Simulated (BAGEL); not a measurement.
# triplet C2H6Si: levels of theory compared

Aim: a comparison of 4 runs (UHF/STO-3G, UHF/3-21G, ROHF/6-31G*, ROHF/cc-pVDZ) of triplet C2H6Si. 

The calculation is run with BAGEL 1.2.2.

2 further runs of the same task are left out: 2 set aside as unsound or not needed.

## 1. The molecule

C2H6Si: 9 atoms, total charge 0, spin state triplet. SMILES of the parent species: `CC[SiH]`. The coordinates come from a PBE0-D4/def2-TZVP relaxation. This is one conformer, not always the lowest. That shape belongs to the parent species and isn't relaxed for this state.

Bond lengths: C1–C2 1.523 Å, C2–Si3 1.891 Å, C1–H4 1.094 Å, C1–H5 1.093 Å, C1–H6 1.092 Å, C2–H7 1.095 Å, C2–H8 1.111 Å, Si3–H9 1.532 Å. Some angles: C1–C2–Si3 121.0°, C1–C2–H7 111.7°, C1–C2–H8 109.8°, Si3–C2–H7 110.3°, Si3–C2–H8 97.9°, C2–C1–H4 112.0°, C2–C1–H5 111.1°, C2–C1–H6 111.0°, C2–Si3–H9 94.7°, H7–C2–H8 104.1°.

## 2. A single-point energy at UHF/STO-3G (density fitting with qzvpp-jkfit) (run 1)

The input, hf.json:

```json
{ "bagel" : [

{
  "title" : "molecule",
  "basis" : "sto-3g",
  "df_basis" : "qzvpp-jkfit",
  "angstrom" : true,
  "geometry" : [
    { "atom" : "C", "xyz" : [      -0.593600,       0.495600,      -0.562700 ] },
    { "atom" : "C", "xyz" : [       0.423400,      -0.563800,      -0.158900 ] },
    { "atom" : "Si", "xyz" : [       1.475100,      -0.358700,       1.398700 ] },
    { "atom" : "H", "xyz" : [      -1.208900,       0.173100,      -1.407700 ] },
    { "atom" : "H", "xyz" : [      -0.098000,       1.423000,      -0.860500 ] },
    { "atom" : "H", "xyz" : [      -1.258400,       0.736300,       0.269500 ] },
    { "atom" : "H", "xyz" : [       1.051000,      -0.864800,      -1.004300 ] },
    { "atom" : "H", "xyz" : [      -0.103000,      -1.497700,       0.133400 ] },
    { "atom" : "H", "xyz" : [       0.401100,       0.410600,       2.175300 ] }
  ]
},

{ "title" : "uhf", "nopen" : 2 },

{ "title" : "print", "file" : "orbitals.molden", "orbitals" : true }

]}
```

Launch:

```sh
$ BAGEL_NUM_THREADS=1 BAGEL hf.json > hf.out
```

The program printed:

```text
* using 1 threads per process

  ===============================================================
  ===============================================================

  *** Geometry ***

  { "atom" : "C", "xyz" : [     -1.121741,      0.936548,     -1.063349 ] },
  { "atom" : "C", "xyz" : [      0.800110,     -1.065428,     -0.300277 ] },
  { "atom" : "Si", "xyz" : [      2.787535,     -0.677845,      2.643160 ] },
[... 5 lines of this table left out ...]
  { "atom" : "H", "xyz" : [      0.757969,      0.775922,      4.110721 ] },

  Number of auxiliary basis functions:      386

  Since a DF basis is specified, we compute 2- and 3-index integrals:
    o Being stored without compression. Storage requirement is 0.002 GB

  Number of basis functions:       25
  Number of electrons      :       32

    * METHOD: MOLECULE                             0.08

  *** Open-shell HF ***

  === Nuclear Repulsion ===
    95.8004765819

      * DIIS with orbital gradients will be used.

  === UHF iteration (sto-3g) ===
      0       -363.74662601          0.01652826           0.02
      1       -363.77910203          0.00658204           0.01
      2       -363.78459704          0.00281167           0.01
[... 16 lines of this table left out ...]
     19       -363.78712693          0.00000000           0.01
    * SCF iteration converged.

    * S^2 (UHF) is 2.0021

    * Permanent dipole moment:
           (   -0.619955,     0.239519,    -0.199424) a.u.

    * METHOD: UHF                                  0.34

    * METHOD: PRINT                                0.00

  ===============================================================
```

It took 0.58 s on 1 thread of Arm Neoverse V2, shared host.

## 3. A single-point energy at UHF/3-21G (density fitting with qzvpp-jkfit) (run 2)

The input, input.json:

```json
{ "bagel" : [

{
  "title" : "molecule",
  "basis" : "3-21g",
  "df_basis" : "qzvpp-jkfit",
  "angstrom" : "true",
  "geometry" : [
    { "atom" : "C", "xyz" : [      -0.593600,       0.495600,      -0.562700 ] },
    { "atom" : "C", "xyz" : [       0.423400,      -0.563800,      -0.158900 ] },
    { "atom" : "Si", "xyz" : [       1.475100,      -0.358700,       1.398700 ] },
    { "atom" : "H", "xyz" : [      -1.208900,       0.173100,      -1.407700 ] },
    { "atom" : "H", "xyz" : [      -0.098000,       1.423000,      -0.860500 ] },
    { "atom" : "H", "xyz" : [      -1.258400,       0.736300,       0.269500 ] },
    { "atom" : "H", "xyz" : [       1.051000,      -0.864800,      -1.004300 ] },
    { "atom" : "H", "xyz" : [      -0.103000,      -1.497700,       0.133400 ] },
    { "atom" : "H", "xyz" : [       0.401100,       0.410600,       2.175300 ] }
  ]
},

{ "title" : "uhf", "charge" : 0, "nopen" : 2 },

{ "title" : "print", "file" : "orbitals.molden", "orbitals" : "true" }

]}
```

Launch:

```sh
$ BAGEL_NUM_THREADS=1 BAGEL input.json > input.out
```

The program printed:

```text
* using 1 threads per process

  ===============================================================
  ===============================================================

  *** Geometry ***

  { "atom" : "C", "xyz" : [     -1.121741,      0.936548,     -1.063349 ] },
  { "atom" : "C", "xyz" : [      0.800110,     -1.065428,     -0.300277 ] },
  { "atom" : "Si", "xyz" : [      2.787535,     -0.677845,      2.643160 ] },
[... 5 lines of this table left out ...]
  { "atom" : "H", "xyz" : [      0.757969,      0.775922,      4.110721 ] },

  Number of auxiliary basis functions:      386

  Since a DF basis is specified, we compute 2- and 3-index integrals:
    o Being stored without compression. Storage requirement is 0.006 GB

  Number of basis functions:       43
  Number of electrons      :       32

    * METHOD: MOLECULE                             0.08

  *** Open-shell HF ***

  === Nuclear Repulsion ===
    95.8004765819

      * DIIS with orbital gradients will be used.

  === UHF iteration (3-21g) ===
      0       -366.04012447          0.03511233           0.03
      1       -366.09929176          0.01197657           0.03
      2       -366.10785805          0.00627651           0.03
[... 17 lines of this table left out ...]
     20       -366.11084311          0.00000001           0.03
    * SCF iteration converged.

    * S^2 (UHF) is 2.0047

    * Permanent dipole moment:
           (   -0.198853,     0.224777,     0.167632) a.u.

    * METHOD: UHF                                  0.68

    * METHOD: PRINT                                0.00

  ===============================================================
```

It took 0.95 s on 1 thread of Arm Neoverse V2, shared host.

## 4. A single-point energy at ROHF/6-31G(d) (density fitting with qzvpp-jkfit, spherical functions) (run 3)

The input, calc.json:

```json
{ "bagel": [

{
  "title": "molecule",
  "basis": "6-31gs.json",
  "df_basis": "qzvpp-jkfit",
  "angstrom": true,
  "geometry": [
    { "atom": "C", "xyz": [   -0.593600,    0.495600,   -0.562700 ] },
    { "atom": "C", "xyz": [    0.423400,   -0.563800,   -0.158900 ] },
    { "atom": "Si", "xyz": [    1.475100,   -0.358700,    1.398700 ] },
    { "atom": "H", "xyz": [   -1.208900,    0.173100,   -1.407700 ] },
    { "atom": "H", "xyz": [   -0.098000,    1.423000,   -0.860500 ] },
    { "atom": "H", "xyz": [   -1.258400,    0.736300,    0.269500 ] },
    { "atom": "H", "xyz": [    1.051000,   -0.864800,   -1.004300 ] },
    { "atom": "H", "xyz": [   -0.103000,   -1.497700,    0.133400 ] },
    { "atom": "H", "xyz": [    0.401100,    0.410600,    2.175300 ] }
  ]
},
{
  "title": "rohf",
  "nopen": 2
},
{
  "title": "print",
  "file": "orbitals.molden",
  "orbitals": true
}

]}
```

The basis set 6-31G* is read from a file made from the Basis Set Exchange's data (not shown).

Launch:

```sh
$ BAGEL_NUM_THREADS=1 BAGEL calc.json > calc.out
```

The program printed:

```text
* using 1 threads per process

  ===============================================================
  ===============================================================

  *** Geometry ***

  { "atom" : "C", "xyz" : [     -1.121741,      0.936548,     -1.063349 ] },
  { "atom" : "C", "xyz" : [      0.800110,     -1.065428,     -0.300277 ] },
  { "atom" : "Si", "xyz" : [      2.787535,     -0.677845,      2.643160 ] },
[... 5 lines of this table left out ...]
  { "atom" : "H", "xyz" : [      0.757969,      0.775922,      4.110721 ] },

  Number of auxiliary basis functions:      386

  Since a DF basis is specified, we compute 2- and 3-index integrals:
    o Being stored without compression. Storage requirement is 0.010 GB

  Number of basis functions:       58
  Number of electrons      :       32

    * METHOD: MOLECULE                             0.11

  *** Open-shell HF ***

  === Nuclear Repulsion ===
    95.8004765819

      * DIIS with orbital gradients will be used.

  === ROHF iteration (6-31gs.json) ===
      0       -367.93736258          0.03255751           0.04
      1       -368.02218758          0.01473097           0.04
      2       -368.03854968          0.00775270           0.04
[... 13 lines of this table left out ...]
     16       -368.04470716          0.00000000           0.04
    * SCF iteration converged.

    * S^2 (ROHF) is 2.0000

    * Permanent dipole moment:
           (   -0.154120,     0.221789,     0.210326) a.u.

    * METHOD: ROHF                                 0.80

    * METHOD: PRINT                                0.01

  ===============================================================
```

Wall time 1.1 s (1 thread of Arm Neoverse V2, shared host).

## 5. A single-point energy at ROHF/cc-pVDZ (density fitting with qzvpp-jkfit) (run 4)

The input, input.json:

```json
{ "bagel" : [

{
  "title" : "molecule",
  "basis" : "cc-pvdz.json",
  "df_basis" : "qzvpp-jkfit",
  "angstrom" : true,
  "geometry" : [
    { "atom" : "C", "xyz" : [   -0.593600,    0.495600,   -0.562700 ] },
    { "atom" : "C", "xyz" : [    0.423400,   -0.563800,   -0.158900 ] },
    { "atom" : "Si", "xyz" : [    1.475100,   -0.358700,    1.398700 ] },
    { "atom" : "H", "xyz" : [   -1.208900,    0.173100,   -1.407700 ] },
    { "atom" : "H", "xyz" : [   -0.098000,    1.423000,   -0.860500 ] },
    { "atom" : "H", "xyz" : [   -1.258400,    0.736300,    0.269500 ] },
    { "atom" : "H", "xyz" : [    1.051000,   -0.864800,   -1.004300 ] },
    { "atom" : "H", "xyz" : [   -0.103000,   -1.497700,    0.133400 ] },
    { "atom" : "H", "xyz" : [    0.401100,    0.410600,    2.175300 ] }
  ]
},
{
  "title" : "rohf",
  "nopen" : 2
},
{
  "title" : "print",
  "file" : "orbitals.molden",
  "orbitals" : true
}

]}
```

The basis set cc-pVDZ is read from a file made from the Basis Set Exchange's data (not shown).

Launch:

```sh
$ BAGEL_NUM_THREADS=1 BAGEL input.json > input.out
```

The program printed:

```text
* using 1 threads per process

  ===============================================================
  ===============================================================

  *** Geometry ***

  { "atom" : "C", "xyz" : [     -1.121741,      0.936548,     -1.063349 ] },
  { "atom" : "C", "xyz" : [      0.800110,     -1.065428,     -0.300277 ] },
  { "atom" : "Si", "xyz" : [      2.787535,     -0.677845,      2.643160 ] },
[... 5 lines of this table left out ...]
  { "atom" : "H", "xyz" : [      0.757969,      0.775922,      4.110721 ] },

  Number of auxiliary basis functions:      386

  Since a DF basis is specified, we compute 2- and 3-index integrals:
    o Being stored without compression. Storage requirement is 0.018 GB

  Number of basis functions:       76
  Number of electrons      :       32

    * METHOD: MOLECULE                             0.12

  *** Open-shell HF ***

  === Nuclear Repulsion ===
    95.8004765819

      * DIIS with orbital gradients will be used.

  === ROHF iteration (cc-pvdz.json) ===
      0       -367.91690144          0.03058049           0.06
      1       -368.03352212          0.01628822           0.06
      2       -368.05894181          0.00870175           0.06
[... 13 lines of this table left out ...]
     16       -368.06961896          0.00000001           0.06
    * SCF iteration converged.

    * S^2 (ROHF) is 2.0000

    * Permanent dipole moment:
           (   -0.086057,     0.203385,     0.252225) a.u.

    * METHOD: ROHF                                 1.12

    * METHOD: PRINT                                0.01

  ===============================================================
```

It took 1.4 s on 1 thread of Arm Neoverse V2, shared host.

## 6. All runs side by side

| run | level | energy (Eh) | dipole moment (D) | ⟨S²⟩ | wall time |
| --- | --- | --- | --- | --- | --- |
| 1 | UHF/STO-3G (density fitting with qzvpp-jkfit) | -363.787127 | 1.76 | 2.002 | 0.58 s |
| 2 | UHF/3-21G (density fitting with qzvpp-jkfit) | -366.110843 | 0.87 | 2.005 | 0.95 s |
| 3 | ROHF/6-31G* (density fitting with qzvpp-jkfit, spherical functions) | -368.044707 | 0.87 | 2.000 | 1.1 s |
| 4 | ROHF/cc-pVDZ (density fitting with qzvpp-jkfit) | -368.069619 | 0.85 | 2.000 | 1.4 s |

## 7. Outcome

```
            quantity          value
 run 4: total energy  -368.06962 Eh
run 4: dipole moment         0.85 D
         run 4: ⟨S²⟩          2.000
```

The dipole moment (its size) runs from 0.85 D (ROHF/cc-pVDZ) to 1.76 D (UHF/STO-3G). The two ends differ in method and basis. In run 1 the basis is minimal, so the values are rough. All runs together took 4 s, the longest 1.4 s.
